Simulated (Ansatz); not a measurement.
A made-up structure of SiNH4S (charge +1), closed shell:

```xyz
7
angstrom
N -0.5820 0.4915 -0.3020
Si 0.8328 -0.6065 0.3311
S 0.4095 -1.8089 1.7462
H 0.9370 -2.9481 2.2692
H -0.3903 1.4928 -0.2019
H -1.4250 0.2809 0.2398
H 1.9560 -0.1849 -0.5228
```

It is relaxed with PBE-D4/def2-SVP and then PBE0-D4/def2-TZVP (Ansatz 0.2.0). Atoms count as bonded within 1.22 times the sum of their covalent radii (H–H: 0.88 Å). The end point is not checked to be a true minimum.

Q: Does its bonding change? (A judgement: the text doesn't fix the answer.)

A: By the calculation: No: no bond forms or breaks.

Where it ends: The first stage lowers the energy by 1.89 eV in 9 steps. It ends as SiNH₄S ([NH2][SiH][SH]), total charge +1:
N1  (-0.518, 0.524, 0.002)
Si2  (0.608, -0.580, 0.459)
S3  (0.123, -2.028, 1.815)
H4  (1.369, -2.547, 1.755)
H5  (-0.316, 1.256, -0.667)
H6  (-1.470, 0.556, 0.341)
H7  (1.941, -0.465, -0.146)
(Å)

Labels in which every atom is bracketed show which atoms are joined, not bond orders.

For scale, one of the runs: PBE0-D4/def2-TZVP relaxation, 129 basis functions, launched by `ansatz run in.yaml --threads 2 --pin off --events-out ev --progress --plain --max-ram 4352MiB`. The run took about 16 s on 2 CPU threads of an Arm Neoverse V1 (shared host).
